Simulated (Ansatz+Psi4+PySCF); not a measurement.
## doublet AlCl(+): levels of theory in one basis

```tsv
atom	x (Å)	y (Å)	z (Å)
Al	0.0000	0.0000	-0.0092
Cl	0.0000	0.0000	2.5652
```

Basis set: cc-pV(T+d)Z (spherical functions). Frozen core: 10 orbitals. Correlation on ROHF uses semicanonical orbitals with singles. Charge 1, multiplicity 2.

Computed with Ansatz (development build ahead of 0.2.0) and Psi4 1.11; the reference of a correlated method needn't be the lowest determinant of its kind.

```tsv
method	E − E(ROHF) (eV)	<S²> of the determinant
ROHF	0.00	0.75
UHF	-0.38	0.86
ROHF-MP2	-5.49	–
ROHF-CCSDT	-7.06	–
```

(1) What does UHF-MP2 give on the same scale?

Results:

(1) -5.88 eV.

Caution for UHF, UHF-MP2: the unrestricted determinant is spin contaminated. Caution for ROHF-MP2, ROHF-CCSDT: large amplitudes, a single reference is doubtful. Caution for ROHF-MP2: another reference gives a lower total. Caution for UHF-MP2: bonds are stretched, where a single reference can fail.
